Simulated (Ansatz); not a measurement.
Geometry optimisation, UKS B3LYP/def2-SVP in Ansatz.

Input:

```yaml
crystal:
  periodic: [false, false, false]
  atoms:
    - { symbol: Si, position_ang: [-0.067129, 0.022266, 0.073868] }
    - { symbol: H, position_ang: [-0.586688, -1.232286, -0.381709] }
    - { symbol: F, position_ang: [1.165595, -0.011688, -1.010321] }
    - { symbol: H, position_ang: [0.443929, 0.024935, 1.474006] }
    - { symbol: H, position_ang: [-0.955706, 1.196774, -0.155645] }
magnetization:
  spin_polarized: true
basis:
  gaussian: { orbitals: def2-SVP }
hamiltonian:
  xc: b3lyp
relax:
  f_tol: 0.03
  max_steps: 50
```

Launched with:

```bash
$ ansatz run input.yaml --threads 1 --pin off --max-ram 2048MiB --backend cpu --events-out ev --progress --plain --runs-dir out
```

Q: Where does it end, and by what steps?

A: The forces met the threshold. After 4 steps the energy has fallen by 0.231 eV; H2 moved furthest, 0.19 Å.

```csv
step,energy less start (eV),largest force component (eV/Å),accepted
0,0.0000,1.197,yes
1,-0.2133,0.602,yes
2,-0.2182,0.726,yes
3,-0.2309,0.059,yes
4,-0.2312,0.003,yes
```

```xyz
5
Properties=species:S:1:pos:R:3
Si -0.032 -0.003 0.025
H -0.740 -1.275 -0.281
F 1.245 0.133 -0.974
H 0.462 -0.012 1.428
H -0.935 1.157 -0.198
```

Run time: 8.1 s on 1 thread of Arm Neoverse V1, on a shared host, peak memory 0.11 GiB.
